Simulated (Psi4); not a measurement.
# CH3AlO (SMILES [CH3][Al]=[O]) at TPSSh/def2-SVPD (density fitting, sweep point 6)

Wanted: energy and gradient of CH3AlO. The job is set up through a Python script.

Program for the calculation: Psi4 1.11.

4 further runs of the same task are left out: 4 set aside as unsound or not needed.

## 1. The structure to begin with

CH3AlO has 6 atoms, charge 0, and is taken as a singlet. SMILES: `[CH3][Al]=[O]`. The shape is that of a PBE0-D4/def2-TZVP optimisation.

Bond lengths: C1–Al2 1.935 Å, Al2–O3 1.596 Å, C1–H4 1.092 Å, C1–H5 1.092 Å, C1–H6 1.092 Å. Angles: C1–Al2–O3 180.0°, Al2–C1–H4 110.5°, Al2–C1–H5 110.5°, Al2–C1–H6 110.5°, H4–C1–H5 108.4°, H4–C1–H6 108.4°, H5–C1–H6 108.4°.

## 2. Energy and gradient at TPSSh/def2-SVPD (density fitting, sweep point 6)

Input file run.py:

```python
import psi4

psi4.set_memory(1600000000)
psi4.set_num_threads(1)
psi4.set_output_file('run.log', False)

molecule = psi4.geometry("""
0 1
C     -0.412500     0.498200    -0.315400
Al     0.696700    -0.841400     0.532500
O      1.611700    -1.946300     1.232100
H      0.065200     1.479100    -0.263900
H     -1.383600     0.560900     0.180800
H     -0.577400     0.249400    -1.366100
symmetry c1
""")

psi4.set_options({
    'basis': 'def2-SVPD',
    'reference': 'rks',
    'scf_type': 'df',
    'guess': 'sap',
})

e, wfn = psi4.gradient("tpssh", return_wfn=True)
print('gradient / Eh bohr^-1')
print(e.np.round(6))
print(f'energy = {wfn.energy():.10f} Eh')
```

On the command line:

```sh
$ python run.py
```

Q: Predict the results. Wanted: total energy; dipole moment; HOMO energy; LUMO energy; HOMO–LUMO gap; largest force on an atom.

Computed results:

At TPSSh/def2-SVPD (density fitting, sweep point 6):

| quantity | value |
| --- | --- |
| total energy | -357.41915 Eh |
| dipole moment | 5.80 D |
| HOMO energy | -6.59 eV |
| LUMO energy | -1.91 eV |
| HOMO–LUMO gap | 4.68 eV |
| largest force on an atom | 1.154 eV/Å |

**Reading.** The largest force is 1.15 eV/Å: the shape isn't a stationary point for this species at this level.
